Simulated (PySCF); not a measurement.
# NO⁺: energy against distance

Set-up: basis N aug-cc-pVDZ, O aug-cc-pVDZ; no relativity; PySCF 2.14. Energies in eV from N + O⁺ in their ground configurations at the same level. State: ¹Σ⁺ (singlet), closed shell.

All columns are HSE06. A positive dipole points towards O; it is taken about the centre of mass and depends on that origin.

```tsv
R (Å)	E (eV)	μ (D)	Mulliken charge on N (basis-dependent)	HOMO (eV)	LUMO (eV)	Mayer bond order	⟨S²⟩
0.917	-7.909	-0.06	0.67	-24.98	-11.20	2.51	0.00
0.959	-9.453	-0.15	0.70	-24.98	-11.94	2.45	0.00
1.002	-10.313	-0.25	0.73	-24.96	-12.61	2.39	0.00
1.034	-10.619	-0.32	0.75	-24.93	-13.07	2.36	0.00
1.066	-10.700	-0.39	0.77	-24.89	-13.50	2.34	0.00
1.098	-10.605	-0.46	0.78	-24.85	-13.90	2.32	0.00
1.141	-10.271	-0.56	0.79	-24.76	-14.38	2.30	0.00
1.194	-9.618	-0.68	0.81	-24.64	-14.90	2.29	0.00
1.258	-8.625	-0.82	0.82	-24.30	-15.44	2.31	0.00
1.343	-7.137	-1.01	0.82	-23.44	-16.02	2.36	0.00
```

A fit through these points gives, at Re = 1.063 Å, μ = -0.38 D and dμ/dR = -2.27 D/Å; the reduced mass is 7.466 u.

Q: How strong is the fundamental in the double-harmonic approximation, I = 42.26·(dμ/dR)²/μred km/mol?

A: I = 42.26·(-2.27)²/7.466 = 29.2 km/mol at HSE06.

For an ion De counts to the pair picked by the measured ionisation energies or electron affinities, which need not be the lowest pair at this level.
